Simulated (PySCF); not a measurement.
C2H, SMILES [C]#C, multiplicity 2.

The structure is a stationary point at PBE0-D3(BJ)/def2-TZVPD. The isomer is the one that the SMILES or the coordinates give; other isomers of the formula were not compared.

All values below come from M06-2X/def2-TZVPD (PySCF).

Gas-phase values at a fixed geometry.

Computed frontier levels, dipole moment and polarisability:
| Quantity | Result |
|---|---|
| α spin, highest occupied and lowest empty level | -10.38 and 0.75 eV |
| β spin, highest occupied and lowest empty level | -9.83 and -5.32 eV |
| dipole moment | 0.77 D |
| mean static polarisability | 22.7 bohr³ (3.37 Å³) |
| polarisability, principal values | 20.7, 20.7, 26.9 bohr³ |
| ⟨S²⟩ | 0.774 (pure state 0.75) |
